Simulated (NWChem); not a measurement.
propene (C₃H₆)

```xyz
9

C      0.2514     1.2161     0.0000
C     -0.4594    -0.0966     0.0000
C      0.1256    -1.2953     0.0000
H     -0.0241     1.8172    -0.8830
H     -0.0241     1.8172     0.8830
H      1.3441     1.0885     0.0000
H     -1.5565    -0.0506     0.0000
H      1.2160    -1.3996     0.0000
H     -0.4609    -2.2178     0.0000
```
Charge 0, spin multiplicity 1.

All runs are NWChem calculations. Structure: optimised with PBE0/def2-SVP, a minimum by its harmonic frequencies.

Symmetry labels belong to the abelian group Cs used in the runs, with the axes of the coordinates shown.

Q: List the lowest 6 singlet excitations that CIS/def2-SVP gives, with oscillator strengths.

A: 
| state | symmetry | energy (eV) | wavelength (nm) | f |
|---|---|---|---|---|
| 1 | a' | 8.29 | 150 | 0.710 |
| 2 | a" | 8.90 | 139 | 0.000 |
| 3 | a" | 9.49 | 131 | 0.000 |
| 4 | a" | 9.67 | 128 | 0.000 |
| 5 | a" | 10.27 | 121 | 0.005 |
| 6 | a" | 10.38 | 119 | 0.027 |
